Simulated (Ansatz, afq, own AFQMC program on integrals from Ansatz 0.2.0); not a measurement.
# SiH⁺, singlet: AFQMC among the cluster methods

| atom | x (Å) | y (Å) | z (Å) |
| --- | --- | --- | --- |
| Si | 0.0000 | 0.0000 | 0.0000 |
| H | 0.0000 | 0.0000 | 1.5317 |

Basis cc-pVTZ. Noble-gas cores (and the filled d shells of Ga–Kr and In–Xe) are frozen. Integrals, coupled cluster, full CI and functionals: Ansatz 0.2.0; the random walks run on the same integrals in our own AFQMC program. ph-AFQMC/CISD is guided by a CISD state made of CCSD amplitudes; releasing the constraint for a short imaginary time cuts its bias at the price of noise, slowly where states lie close. Uncertainties: one standard error, sampling alone.

Determinant: RHF, the one that the program's search chose, which needn't be the lowest solution. The geometry is a PBE0/def2-TZVP stationary point of this or a neighbouring charge and spin state.

Full CI on the same integrals is exact in this basis and with this determinant's frozen core.

Cautions: restricted determinant unstable towards unrestricted (UHF 2 meV lower, ⟨S²⟩ 0.06).

The T1 diagnostic is 0.0114 and the weight of the determinant in the CISD state is 0.922. The size of the correlated space is 4 electrons in 43 orbitals.

Reference: full CI, correlation energy -2.569 eV. The released energy is read at 2.40 1/Eh (meV from the phaseless value at times in 1/Eh: -1.5 ± 1.2 at 0.24, -1.8 ± 1.1 at 0.51, -3.2 ± 0.8 at 0.99, -3.9 ± 0.8 at 1.62, -3.3 ± 0.7 at 2.40).

```json
{"level": "HF", "E − E(reference) (meV)": "2569.3", "share of correlation (%)": "0.00"}
{"level": "MP2", "E − E(reference) (meV)": "670.6", "share of correlation (%)": "73.90"}
{"level": "CCSD", "E − E(reference) (meV)": "56.9", "share of correlation (%)": "97.78"}
{"level": "CCSD(T)", "E − E(reference) (meV)": "12.7", "share of correlation (%)": "99.50"}
{"level": "CCSDT", "E − E(reference) (meV)": "1.7", "share of correlation (%)": "99.93"}
{"level": "CCSDT(Q)", "E − E(reference) (meV)": "0.3", "share of correlation (%)": "99.99"}
{"level": "ph-AFQMC/CISD", "E − E(reference) (meV)": "4.3 ± 1.4", "share of correlation (%)": "99.83"}
{"level": "released AFQMC", "E − E(reference) (meV)": "1.0 ± 0.7", "share of correlation (%)": "99.96"}
```

CCSDT and higher add their correlation energy to the determinant of the CCSD(T) run, since their own runs factorise the integrals more tightly (a shift of under 2 meV). A walk keeps the symmetry of its determinant, which the program's search chose and which needn't be the lowest solution, so a lower state of the same spin and another symmetry isn't excluded. Released energies are given only where the last usable release times agree within the noise; a slower fall can still hide under it.
